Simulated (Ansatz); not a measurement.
System (SMILES): N([O])=O, doublet.
Atoms: N1, O2, O3. Bonds: N1-O2, N1-O3.

Basis-set convergence of the highest harmonic wavenumber at HF with Ansatz (a quantum-chemistry and plane-wave program). Each level at its own minimum, finite differences of forces, unscaled; the reference is a large set that could be run, not a limit. All functions are spherical. The program fits the integrals of some runs and decomposes those of others, by size. Open shells are unrestricted. No added dispersion term, no relativity. Reference: the value in def2-QZVPP, 1847 cm⁻¹, itself unsure by roughly 3 cm⁻¹ (its mean distance from cc-pVQZ, aug-pcseg-2, aug-cc-pVTZ). Deviations are taken from unrounded values.

| basis | functions | highest harmonic wavenumber (cm⁻¹) |
|---|---|---|
| cc-pVDZ | 42 | 1892 |
| aug-cc-pVDZ | 69 | 1858 |
| def2-SVP | 42 | 1987 |
| def2-SVPD | 66 | 1945 |
| pcseg-1 | 42 | 1875 |
| aug-pcseg-1 | 69 | 1876 |
| 6-311G** | 54 | 1878 |
| 6-311+G** | 66 | 1863 |
| cc-pVTZ | 90 | 1860 |
| aug-cc-pVTZ | 138 | 1845 |
| pcseg-2 | 90 | 1845 |
| aug-pcseg-2 | 138 | 1845 |
| def2-TZVPP | 93 | 1852 |
| def2-TZVPPD | 117 | 1849 |

What the diffuse functions change, pair by pair:
- cc-pVDZ to aug-cc-pVDZ: 27 more functions, deviation 45 to 11 cm⁻¹
- def2-SVP to def2-SVPD: 24 more functions, deviation 140 to 98 cm⁻¹
- pcseg-1 to aug-pcseg-1: 27 more functions, deviation 28 to 29 cm⁻¹
- 6-311G** to 6-311+G**: 12 more functions, deviation 31 to 16 cm⁻¹
- cc-pVTZ to aug-cc-pVTZ: 48 more functions, deviation 12 to -2 cm⁻¹
- pcseg-2 to aug-pcseg-2: 48 more functions, deviation -2 to -2 cm⁻¹
- def2-TZVPP to def2-TZVPPD: 24 more functions, deviation 5 to 1 cm⁻¹

They bring the value nearer the reference by more than 3 cm⁻¹ in 5 of 7 pairs.
